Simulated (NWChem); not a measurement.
System: NaCl; SMILES [Cl][Na]

```xyz
2

Na     0.0000     0.0000    -1.4097
Cl     0.0000     0.0000     0.9285
```
Atoms are numbered in this order, from 1.

All runs use the structure optimised with PBE0/def2-SVP.

Question: Give the principal values of the shielding tensors (ppm) of Na1, Cl2 from B3LYP/6-311G** (spherical d), GIAO (NWChem), with their diamagnetic and paramagnetic parts as GIAO splits them.

Answer: 
| atom | σ11 | σ22 | σ33 | isotropic | diamagnetic | paramagnetic |
|---|---|---|---|---|---|---|
| Na1 | 533.2 | 533.2 | 631.8 | 566.1 | 629.2 | -63.2 |
| Cl2 | 1078.7 | 1078.7 | 1150.4 | 1102.6 | 1147.7 | -45.1 |
